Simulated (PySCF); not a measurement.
**C2H5F: NMR shifts and spin-spin couplings**

Aim: predict the NMR shifts and spin-spin couplings of C2H5F (`CCF`).

Programs: PySCF 2.14.0, with density-fitted response routines of our own. Each step states its level of theory. These are calculated values for one molecule in the gas phase, unless marked as measured. Atoms count from 0, in the outputs and in this text.

## (1) The starting structure

8 atoms, charge 0, multiplicity 1; geometry from: GFN2-xTB.

Bonds of the start (Å): C0–C1 1.52, C1–F2 1.38, C0–H3 1.09, C0–H4 1.09, C0–H5 1.09, C1–H6 1.09, C1–H7 1.10.

## (2) NMR shieldings: PBE0/pcSseg-1

Job settings and geometry (Å):

```
{"job": {"kind": "nmr", "xc": "PBE0", "basis": "pcSseg-1"}, "charge": 0, "multiplicity": 1}
C     -0.778803    -0.012700    -0.049959
C      0.735691    -0.061474     0.015613
F      1.233252     1.145291     0.449424
H     -1.189972     0.201667     0.933459
H     -1.099078     0.765434    -0.738344
H     -1.158335    -0.970444    -0.393661
H      1.178858    -0.243160    -0.968957
H      1.087445    -0.815202     0.727859
```

With the program's defaults for keys left out, this is: GIAO PBE0/pcSseg-1 NMR shielding, non-relativistic, gas phase.

Output:

```text
coarse grid: 6360 points
cycle   1  E = -178.7843568231  dE =  1.126e-01  |g| = 4.637e-01  |ddm| = 2.165e+00
cycle   2  E = -178.7646144915  dE =  1.974e-02  |g| = 6.129e-01  |ddm| = 6.584e-01
cycle   3  E = -178.8219352525  dE = -5.732e-02  |g| = 4.792e-02  |ddm| = 3.704e-01
cycle   4  E = -178.8223083176  dE = -3.731e-04  |g| = 2.112e-02  |ddm| = 3.873e-02
cycle   5  E = -178.8224070380  dE = -9.872e-05  |g| = 2.281e-03  |ddm| = 1.516e-02
cycle   6  E = -178.8224080381  dE = -1.000e-06  |g| = 4.619e-04  |ddm| = 1.527e-03
final grid: 60880 points
cycle   7  E = -178.8463046775  dE = -1.913e-05  |g| = 6.312e-03  |ddm| = 1.362e-02
cycle   8  E = -178.8463007132  dE =  3.964e-06  |g| = 7.920e-03  |ddm| = 8.812e-03
cycle   9  E = -178.8463139080  dE = -1.319e-05  |g| = 8.087e-04  |ddm| = 4.670e-03
cycle  10  E = -178.8463140071  dE = -9.911e-08  |g| = 1.260e-04  |ddm| = 5.694e-04
cycle  11  E = -178.8463140095  dE = -2.375e-09  |g| = 1.761e-05  |ddm| = 6.866e-05
cycle  12  E = -178.8463140096  dE = -5.343e-11  |g| = 7.516e-06  |ddm| = 1.462e-05
converged SCF energy = -178.8463140096

GIAO shielding tensors (ppm)
atom      isotropic    diamagn.    paramagn.     s11        s22        s33       span
  0 C      168.117     249.002     -80.885    151.253    168.375    184.723     33.470
  1 C      104.152     241.460    -137.308     64.066     84.401    163.990     99.923
  2 F      411.699     472.506     -60.807    377.900    401.406    455.792     77.892
  3 H       30.114      29.649       0.465     26.783     28.139     35.420      8.637
  4 H       30.116      29.646       0.470     26.785     28.142     35.421      8.636
  5 H       30.837      29.814       1.023     27.501     27.944     37.068      9.567
  6 H       26.911      28.755      -1.844     22.561     27.193     30.979      8.417
  7 H       26.908      28.755      -1.847     22.558     27.187     30.978      8.420
```

Wall time 2.8 s (1 thread, shared host).

The references, computed at this level on geometries of the same kind, shield at (ppm): 1H TMS 31.72, 13C TMS 186.9, 19F CFCl3 170.9. Their shielding less the atom's gives the shift. The references are single molecules in the gas phase, so shifts against H2O, NH3, PH3, H3PO4 or CFCl3 are not on the usual liquid scales and can be off by tens of ppm. Atoms listed in one row are averaged.

```tsv
atoms	environment	σ (ppm)	δ (ppm)	δ scaled to CDCl3
C1	sp3 CH2 bonded to F	104.2	82.8	78.9
C0	methyl carbon	168.1	18.8	16.4
H6, H7	hydrogen on an sp3 CH2 bonded to F	26.91	4.81	4.64
H3, H4, H5	hydrogen on a methyl carbon	30.36	1.36	1.39
F2	fluorine on an sp3 carbon	411.7	-240.8	–
```

The scaled column applies a straight-line fit of computed shieldings to shifts measured in CDCl3, and one for carbons that bear F (root-mean-square error 0.16 ppm for H, 1.9 ppm for C).

Charges from the same density, by scheme (e):

```tsv
atoms	Mulliken	IAO	Hirshfeld	ESP fit
C0	-0.33	-0.44	-0.12	-0.27
C1	0.12	0.05	0.03	0.37
F2	-0.35	-0.33	-0.13	-0.30
```

Mayer bond orders: C0–C1 1.06, C1–F2 0.89.

## (3) Indirect couplings: B3LYP/pcJ-1

Same as in step 2 but for these lines:

```diff
@@ -1,2 +1,2 @@
-{"job": {"kind": "nmr", "xc": "PBE0", "basis": "pcSseg-1"}, "charge": 0, "multiplicity": 1}
+{"job": {"kind": "j", "xc": "B3LYP", "basis": "pcJ-1"}, "charge": 0, "multiplicity": 1}
 C     -0.778803    -0.012700    -0.049959
```

Method: B3LYP/pcJ-1 indirect spin-spin coupling, non-relativistic, gas phase.

Output:

```text
coarse grid: 6360 points
cycle   1  E = -179.0005227656  dE =  8.335e-02  |g| = 5.098e-01  |ddm| = 1.927e+00
cycle   2  E = -178.9668242806  dE =  3.370e-02  |g| = 7.196e-01  |ddm| = 7.802e-01
cycle   3  E = -179.0447703609  dE = -7.795e-02  |g| = 6.130e-02  |ddm| = 4.553e-01
cycle   4  E = -179.0453000615  dE = -5.297e-04  |g| = 3.146e-02  |ddm| = 4.974e-02
cycle   5  E = -179.0455096206  dE = -2.096e-04  |g| = 3.129e-03  |ddm| = 2.064e-02
cycle   6  E = -179.0455113371  dE = -1.717e-06  |g| = 6.026e-04  |ddm| = 1.901e-03
final grid: 60880 points
cycle   7  E = -179.0713683938  dE = -7.522e-05  |g| = 5.773e-03  |ddm| = 1.088e-02
cycle   8  E = -179.0713629301  dE =  5.464e-06  |g| = 7.998e-03  |ddm| = 7.624e-03
cycle   9  E = -179.0713751289  dE = -1.220e-05  |g| = 7.216e-04  |ddm| = 4.422e-03
cycle  10  E = -179.0713751878  dE = -5.881e-08  |g| = 3.751e-04  |ddm| = 6.794e-04
cycle  11  E = -179.0713752115  dE = -2.371e-08  |g| = 1.840e-05  |ddm| = 2.183e-04
cycle  12  E = -179.0713752115  dE = -5.065e-11  |g| = 8.813e-06  |ddm| = 1.669e-05
converged SCF energy = -179.0713752115

Indirect spin-spin couplings (Hz)
  i      j    bonds     total        FC       PSO       DSO        SD
  0 C    1 C    1     39.176    38.715    -0.860     0.188     1.133
  0 C    2 F    2     20.332    20.632    -1.270    -0.167     1.137
  0 C    3 H    1    135.356   133.368     1.167     0.613     0.208
  0 C    4 H    1    135.346   133.358     1.167     0.613     0.209
  0 C    5 H    1    128.940   126.826     1.326     0.584     0.203
  0 C    6 H    2     -0.214    -0.106     0.128    -0.273     0.036
  0 C    7 H    2     -0.211    -0.103     0.129    -0.273     0.036
  1 C    2 F    1   -222.958  -274.489    28.526     0.602    22.404
  1 C    3 H    2     -6.667    -6.584     0.028    -0.175     0.064
  1 C    4 H    2     -6.672    -6.588     0.028    -0.175     0.064
  1 C    5 H    2      2.218     2.088     0.158    -0.141     0.112
  1 C    6 H    1    152.799   151.965    -0.264     0.922     0.176
  1 C    7 H    1    152.797   151.963    -0.264     0.921     0.175
  2 F    3 H    3      9.282     8.132     1.940    -0.482    -0.307
  2 F    4 H    3      9.303     8.154     1.941    -0.482    -0.309
  2 F    5 H    3     52.991    54.366     1.015    -2.239    -0.151
  2 F    6 H    2     52.774    47.065    10.602    -1.430    -3.463
  2 F    7 H    2     52.810    47.108    10.597    -1.429    -3.466
  3 H    4 H    2    -12.257   -12.596     2.844    -2.746     0.241
  3 H    5 H    2    -14.013   -14.326     2.978    -2.884     0.219
  3 H    6 H    3     15.018    15.180     2.892    -3.064     0.010
  3 H    7 H    3      5.432     5.452     0.500    -0.624     0.104
  4 H    5 H    2    -14.020   -14.334     2.978    -2.883     0.219
  4 H    6 H    3      5.432     5.452     0.499    -0.623     0.104
  4 H    7 H    3     15.022    15.184     2.892    -3.064     0.010
  5 H    6 H    3      1.734     1.745     0.594    -0.698     0.092
  5 H    7 H    3      1.731     1.742     0.596    -0.699     0.092
  6 H    7 H    2     -8.206    -8.527     2.480    -2.485     0.326
```

Run time: 7.1 s. Hardware: 1 thread, shared host.

Couplings of 1 Hz or more, nine at most for each number of bonds, with means over like pairs (isotopes 13C, 19F, 1H):

```tsv
pair	bonds	J (Hz)	Fermi contact (Hz)
C1–F2	1	-223.0	-274.5
C1–H6	1	152.8	152.0
C0–H3	1	133.2	131.2
C0–C1	1	39.2	38.7
F2–H6	2	52.8	47.1
C0–F2	2	20.3	20.6
H3–H4	2	-13.4	-13.8
H6–H7	2	-8.2	-8.5
C1–H3	2	-3.7	-3.7
F2–H3	3	23.9	23.6
H3–H6	3	7.4	7.5
```

Joined with the shifts from before (PBE0/pcSseg-1, unscaled), the couplings predict the line list below for 400 MHz.

1H NMR δ 4.81 (dq, J = 52.8, 7.4 Hz, 2H), 1.36 (dt, J = 23.9, 7.4 Hz, 3H). The letters are first-order; like nuclei with unlike couplings give more lines.

## (4) Outcome

```
                                                              quantity                     value
                                13C shifts against TMS (PBE0/pcSseg-1)            82.8, 18.8 ppm
1H shifts against TMS (PBE0/pcSseg-1, means over atoms taken as alike)            4.81, 1.36 ppm
                              19F shifts against CFCl3 (PBE0/pcSseg-1)                -240.8 ppm
                           largest coupling of the table (B3LYP/pcJ-1)  1J(C,F) C1–F2, -223.0 Hz
```

In words: The most deshielded carbon is C1 (sp3 CH2 bonded to F), at 82.8 ppm: deshielded by the electronegative neighbour. The most deshielded hydrogen is H6, H7 (mean) (hydrogen on an sp3 CH2 bonded to F), at 4.81 ppm: its carbon carries F, which withdraws density. At PBE0/pcSseg-1: The largest span, 100 ppm, is at C1, where the paramagnetic term is -137 ppm. In the run at B3LYP/pcJ-1, the largest coupling of the table is C1–F2, -223.0 Hz, of which the Fermi-contact term gives -274.5 Hz.
